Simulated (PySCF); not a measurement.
# Al: ionisation energy

Al [Ne] 3s2 3p1 [3p1/2^1, M_J = 1/2] → Al⁺ [Ne] 3s2, as a difference of total energies. All numbers are calculated (PySCF 2.14, the two-component X2C-1e Hamiltonian, in x2c-SVPall-2c with one added diffuse shell each of s, p type (5s5p1d, 25 functions)). Correlated levels: [Ne] frozen. "Screened" scales the spin-orbit matrix elements by Boettger's factors to mimic the two-electron term; Breit and QED terms are absent.

```csv
method,ionisation energy (eV)
GHF (spin-free),5.590
GMP2 (spin-free),5.667
GHF (screened spin-orbit),5.599
GMP2 (screened spin-orbit),5.676
```

**Question.** How much does correlation contribute at GMP2 (screened spin-orbit)?

**Answer.** 5.676 − (5.599) = 0.077 eV, measured against GHF (screened spin-orbit).

Errors of the correlated levels include the incompleteness of this basis and the frozen core.

For comparison: 5.986 eV (measured; NIST Atomic Spectra Database, ionization energies).
